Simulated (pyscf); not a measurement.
Elementary routes open to HO–SiH=PH + hydrogen (H₂) in the gas phase (singlet surface):
A. :HSi–PH₂ [singlet] + water (H₂O) (O–Si, H–H broken; H–P, H–O formed)
B. H₂Si=PH + water (H₂O) (O–Si, H–H broken; H–Si, H–O formed)

Optimised with ωB97X-D3(BJ)/def2-SVP in PySCF.

Task: Rank the routes by free-energy barrier at 1200 K, lowest first, for ωB97M-D3(BJ)/def2-TZVP energies (ideal gas, 1 atm, RRHO with modes under 100 cm⁻¹ raised to 100, one conformer, R ln 2 for chiral ones without a mode under 150 cm⁻¹).

Result: B (3.27 eV), A (3.94 eV)

Route B is the fastest of these, ahead of the next by 0.67 eV. The most stable products are those of B (ΔG = +0.69 eV), so kinetics and thermodynamics agree. At 298 K B is still the fastest. A: On the product side the descent ends in an adduct with a O–Si contact, 0.66 eV under the separated species and 1.68 eV under the saddle at ωB97X-D3(BJ)/def2-TZVP. B: On the product side the descent ends in an adduct with a O–Si contact (not fully relaxed), 0.47 eV under the separated species and 1.33 eV under the saddle at ωB97X-D3(BJ)/def2-TZVP. Only these routes are compared; each barrier is that of the saddle found, and lower ones may exist.
